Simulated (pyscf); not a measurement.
# 1,1-elimination: `[F][GeH2][F]` → `[F][Ge][F]` [singlet] + `[H][H]`

Gas phase, singlet surface, charge 0. Bonds broken: Ge2–H4, Ge2–H5. Bonds formed: H4–H5. PySCF, gas phase, ωB97X-D3(BJ)/def2-SVP geometries.

Transition state (Å):

```xyz
5

F      0.3199     1.2327    -0.3605
Ge     1.0815    -0.1013     0.4377
F      0.3832    -0.1371     2.0214
H      0.0567    -1.3780    -0.2695
H      1.3910    -1.3911    -0.3119
```

One imaginary mode, 1666i cm⁻¹; descent along it reached the two sides named.

| bond | change | reactant side (Å) | saddle | product side |
|---|---|---|---|---|
| Ge2–H4 | breaks | 1.526 | 1.783 | 3.0 |
| Ge2–H5 | breaks | 1.525 | 1.524 | 3.0 |
| H4–H5 | forms | 2.6 | 1.335 | 0.761 |

Electronic energies relative to the reactant's lowest minimum found (kcal/mol):

| level | barrier | reaction energy | reverse barrier |
|---|---|---|---|
| ωB97X-D3(BJ)/def2-TZVP | 82.1 | +13.7 | 68.4 |
| PBE/def2-TZVP | 68.9 | +7.2 | 61.7 |
| r²SCAN/def2-TZVP | 73.8 | +12.9 | 60.9 |
| B3LYP-D3(BJ)/def2-TZVP | 75.5 | +7.4 | 68.0 |
| PBE0-D3(BJ)/def2-TZVP | 76.1 | +13.5 | 62.6 |
| M06-2X/def2-TZVP | 80.5 | +13.4 | 67.1 |
| ωB97M-D3(BJ)/def2-TZVP | 79.2 | +9.2 | 70.0 |
| HF/def2-TZVP | 96.5 | +17.7 | 78.8 |

With ωB97M-D3(BJ)/def2-TZVP energies and thermal terms (ideal gas, 1 atm, RRHO with modes under 100 cm⁻¹ raised to 100, one conformer, R ln 2 for chiral ones without a mode under 150 cm⁻¹), in kcal/mol:

```tsv
T (K)	ΔH‡	ΔG‡	ΔH	ΔG
298	76.5	76.1	+6.5	-2.4
600	76.4	75.6	+7.1	-11.7
900	76.1	75.3	+6.9	-21.1
1200	75.8	75.0	+6.3	-30.3
```

The same reactants have a lower exit, to HF + F–GeH: [singlet] (barrier +63.2 kcal/mol at ωB97M-D3(BJ)/def2-TZVP, against +79.2 kcal/mol here). This is the saddle that the search found; another between the same sides may lie lower. Elements up to Kr have no core potential and no relativistic terms here.
